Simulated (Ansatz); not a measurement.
Input file:

```yaml
crystal:
  periodic: [false, false, false]
  atoms:
    - {symbol: N, position_ang: [-0.017478, -0.068544, 2.240625]}
    - {symbol: Si, position_ang: [-0.018311, 0.059109, 0.659952]}
    - {symbol: Si, position_ang: [0.029653, -0.074690, -1.715960]}
    - {symbol: H, position_ang: [-0.073124, 1.386676, -1.711670]}
basis:
  gaussian: {orbitals: cc-pVDZ}
correlation: {active_space: {ras: {orbitals: [7, 0, 37], electrons: 14, max_holes: 2, max_particles: 2}, fixed_orbitals: true}}
```

```sh
$ ansatz run in.yaml --threads 1 --pin off --events-out ev --progress --plain --max-ram 2393MiB
```

Log:

```
549 factors; integrals over basis functions are off by at most 1.3e-3 eV
mean field evaluation 1: about -17207.4259 eV, gradient 5.4e1 eV
mean field evaluation 2: about -17207.4310 eV, gradient 5.4e1 eV
mean field evaluation 4: about -17216.1747 eV, gradient 7.4e0 eV
mean field evaluation 8: about -17216.6649 eV, gradient 4.2e-1 eV
mean field evaluation 16: about -17210.1927 eV, gradient 1.7e1 eV
mean field evaluation 32: about -17216.6761 eV, gradient 2.4e-1 eV
mean field -17216.67634798 eV, -632.7011859059 hartree, gradient 5.6e-6 eV, S^2 0.000000; 5 other end points of the search recorded, 0 dependent functions left out
reference -17216.67634798 eV, -632.7011859059 hartree; 18, 18 occupied and 37, 37 virtual orbitals, 549 factors
state -17225.67363818 eV, -633.0318302223 hartree
Total energy: -17225.67363818 eV, -633.0318302223 hartree
```

Natural occupations: 1.9816 1.9754 1.9659 1.9586 1.9510 1.9446 1.9256 0.0642 0.0495 0.0375 0.0223 0.0182 0.0115 0.0096 0.0081 0.0080 0.0060 0.0058 0.0052 0.0050 0.0049 0.0048 0.0044 0.0041.

Ran on 1 thread of Arm Neoverse V2, shared host: 1.9 s wall, 0.13 GiB peak host memory.
